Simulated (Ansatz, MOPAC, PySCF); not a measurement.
Gas-phase reaction in SMILES: C=C (C2H4) [ethene] + 2 [H][H] (H2) -> 2 C (CH4)

Quantity: energy of full hydrogenation (enthalpy at 298 K), in kcal/mol. Set-up: spin-orbit terms left out; frozen cores in correlated levels; 6-311+G** with 5d; no dispersion term unless named; 6-31G* and kin with 6d, 5d where marked; non-relativistic. CBS marks a two-point X^-3 extrapolation of the correlation energy; Hartree-Fock from the larger set. Ab initio and DFT rows: single points at B3LYP-D3(BJ) geometries (Ansatz, a program for electronic structure), with unscaled harmonic terms from B3LYP/6-31G* at its own minima. Semi-empirical rows: MOPAC heats of formation at their own minima for 298 K.

Measured values: Active Thermochemical Tables 1.112 (ions: stationary electron), as tabulated in the package chemicals; they hold spin-orbit and core effects, anharmonicity. 

Value to compare with, the measured value: -48.2 kcal/mol.

```json
[
 {"level": "PM3", "program": "MOPAC", "energy of full hydrogenation (enthalpy at 298 K) (kcal/mol)": "-15.9", "error": "32.3"},
 {"level": "PBE/STO-3G", "program": "Ansatz", "energy of full hydrogenation (enthalpy at 298 K) (kcal/mol)": "-66.8", "error": "-18.6"},
 {"level": "PBE/6-31G*", "program": "Ansatz", "energy of full hydrogenation (enthalpy at 298 K) (kcal/mol)": "-52.3", "error": "-4.1"},
 {"level": "PBE/def2-SVP", "program": "Ansatz", "energy of full hydrogenation (enthalpy at 298 K) (kcal/mol)": "-51.6", "error": "-3.4"},
 {"level": "BP86/def2-SVP", "program": "PySCF", "energy of full hydrogenation (enthalpy at 298 K) (kcal/mol)": "-49.7", "error": "-1.5"},
 {"level": "BP86/6-31G* (5d)", "program": "PySCF", "energy of full hydrogenation (enthalpy at 298 K) (kcal/mol)": "-50.6", "error": "-2.4"},
 {"level": "B3LYP/def2-SVP", "program": "Ansatz", "energy of full hydrogenation (enthalpy at 298 K) (kcal/mol)": "-50.7", "error": "-2.5"},
 {"level": "B3LYP/cc-pVDZ", "program": "Ansatz", "energy of full hydrogenation (enthalpy at 298 K) (kcal/mol)": "-49.3", "error": "-1.1"},
 {"level": "PBE0/6-31G*", "program": "Ansatz", "energy of full hydrogenation (enthalpy at 298 K) (kcal/mol)": "-56.8", "error": "-8.6"},
 {"level": "M06-2X/6-311+G**", "program": "PySCF", "energy of full hydrogenation (enthalpy at 298 K) (kcal/mol)": "-48.5", "error": "-0.3"},
 {"level": "MP2/STO-3G", "program": "Ansatz", "energy of full hydrogenation (enthalpy at 298 K) (kcal/mol)": "-60.1", "error": "-11.9"},
 {"level": "MP2/6-31G*", "program": "Ansatz", "energy of full hydrogenation (enthalpy at 298 K) (kcal/mol)": "-47.7", "error": "0.5"},
 {"level": "MP2/6-311+G**", "program": "Ansatz", "energy of full hydrogenation (enthalpy at 298 K) (kcal/mol)": "-48.0", "error": "0.2"},
 {"level": "PBE/def2-TZVPD", "program": "Ansatz", "energy of full hydrogenation (enthalpy at 298 K) (kcal/mol)": "-48.8", "error": "-0.6"},
 {"level": "r2SCAN-D4/def2-TZVPD", "program": "Ansatz + dftd4", "energy of full hydrogenation (enthalpy at 298 K) (kcal/mol)": "-50.0", "error": "-1.8"},
 {"level": "PBE0/def2-TZVPD", "program": "Ansatz", "energy of full hydrogenation (enthalpy at 298 K) (kcal/mol)": "-52.4", "error": "-4.2"},
 {"level": "CCSD(T)/CBS(cc-pVTZ,cc-pVQZ)", "program": "Ansatz", "energy of full hydrogenation (enthalpy at 298 K) (kcal/mol)": "-48.2", "error": "0.0"}
]
```

Among the 13 habitual levels, PM3 lies farthest from the measured value (32.3 kcal/mol); 3 of 13 lie above it, and their mean absolute error is 6.7 kcal/mol, the median 2.5. One case shows no general order.

The levels are drawn from those run, B3LYP/6-31G* more often than the rest, none by its result; runs whose electronic state is in doubt are left out.
